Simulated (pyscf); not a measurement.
`[OH][Si]([F])([F])[O][SiH3]` + `[FH]` + `[OH2]` → `[OH][Si]([F])([F])[F]` + `[OH][SiH3]` + `[OH2]`, a multi-bond step (singlet surface; O–Si, F–H, H–O broken, F–Si, H–O, H–O formed). PySCF, gas phase, ωB97X-D3(BJ)/def2-SVP geometries. Energies in kcal/mol from the separated reactants.

GFN2-xTB: tblite. 

Problem. Quick GFN2-xTB single points give ΔE‡ = -8.1 kcal/mol and ΔE = -6.8 kcal/mol. What does ωB97M-D3(BJ)/def2-TZVP give, and how far is the quick result from it?

Solution. ωB97M-D3(BJ)/def2-TZVP gives ΔE‡ = -4.2 kcal/mol and ΔE = -4.6 kcal/mol. GFN2-xTB lies 3.9 kcal/mol under it in the barrier and 2.2 kcal/mol under it in the reaction energy, so on this step it does not hold to within 3.0 kcal/mol. ωB97M-D3(BJ)/def2-TZVP has limits of its own. On the reactant side the descent ends in a bound adduct (not fully relaxed), 21.4 kcal/mol under the separated species and 17.2 kcal/mol under the saddle at ωB97X-D3(BJ)/def2-TZVP. On the product side the descent ends in an adduct with a O–Si contact, 10.2 kcal/mol under the separated species and 8.8 kcal/mol under the saddle at ωB97X-D3(BJ)/def2-TZVP. At ωB97M-D3(BJ) the saddle lies under the separated reactants, which points to a path from their complex (located at ωB97X-D3(BJ) alone). What is counted as broken (O–Si) persists as a longer contact in the product adduct; parting that adduct is a step of its own. This is the saddle that the search found; another between the same sides may lie lower.
